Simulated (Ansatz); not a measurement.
## C₂H₆O, singlet in cc-pVDZ: errors against RCCSDT(Q)

Geometry: MP2(full)/6-31G*, from the G2/97 set.

```xyz
9

C     1.2220   -0.3818    0.0000
C     0.0538    0.5781    0.0000
O    -1.1363   -0.2090    0.0000
H    -1.8928    0.4002    0.0000
H     0.0964    1.2261    0.8869
H     0.0964    1.2261   -0.8869
H     2.1697    0.1634    0.0000
H     1.1824   -1.0186    0.8859
H     1.1824   -1.0186   -0.8859
```

Basis cc-pVDZ; Ansatz 0.2.0. Only valence electrons are correlated (noble-gas cores frozen), which leaves 20 electrons in 69 orbitals. R marks a restricted (for open shells ROHF) determinant. Active spaces: frontier = (8e, 8o) about the gap.

Full CI isn't at hand for all of this; RCCSDT(Q) serves as the reference, and is uncertain by about the last step of the cluster series.

The UHF ⟨S²⟩ is 0.000 and the T1 diagnostic (RCCSD) is 0.0079. The largest doubles amplitude (RCCSD) is 0.024.

```json
{"level": "RHF", "E − E(RCCSDT(Q)) (mEh)": "533.29", "share of correlation (%)": "0.00", "wall time": "–"}
{"level": "RMP2", "E − E(RCCSDT(Q)) (mEh)": "51.96", "share of correlation (%)": "90.26", "wall time": "–"}
{"level": "CISD", "E − E(RCCSDT(Q)) (mEh)": "74.28", "share of correlation (%)": "86.07", "wall time": "12 s"}
{"level": "RCCSD", "E − E(RCCSDT(Q)) (mEh)": "14.23", "share of correlation (%)": "97.33", "wall time": "–"}
{"level": "RCCSD(T)", "E − E(RCCSDT(Q)) (mEh)": "1.64", "share of correlation (%)": "99.69", "wall time": "1.4 s"}
{"level": "BCCD(T)", "E − E(RCCSDT(Q)) (mEh)": "1.61", "share of correlation (%)": "99.70", "wall time": "2.2 s"}
{"level": "RCCSDT", "E − E(RCCSDT(Q)) (mEh)": "0.98", "share of correlation (%)": "99.82", "wall time": "–"}
```

The correlation energy at RCCSDT(Q), counted from RHF, is -14.512 eV. That run took 7 s on 2 threads of AMD EPYC 7R13 with a shared H100 80 GB, shared host.

Run but not shown, since their state or frozen core can't be matched to the reference's or they repeat it: CASSCF (frontier space), MRCISD (frontier space), MRCISD+Q (frontier space).

Times hold each run's SCF and search for its determinant on a shared host, so for small cases they say little of a method's own cost; they ran on 1 thread of AMD EPYC 7R13.

Atomization energy (electronic, same basis, no zero-point term; atoms at the same level, unrestricted beside the R rows where the molecule is a closed shell, with restricted open-shell steps beyond CCSDT(Q)) at RCCSDT(Q): 3144.5 kJ/mol. Errors of other levels:

```csv
level,error (kJ/mol)
RHF,-701.0
RMP2,23.2
CISD,-178.4
RCCSD,-28.3
RCCSD(T),-2.1
BCCD(T),-1.7
RCCSDT,-2.3
```

This basis is far from its limit, so the value isn't to be set against a measured one. Truncated CI isn't size-consistent, which counts against it in atomization.
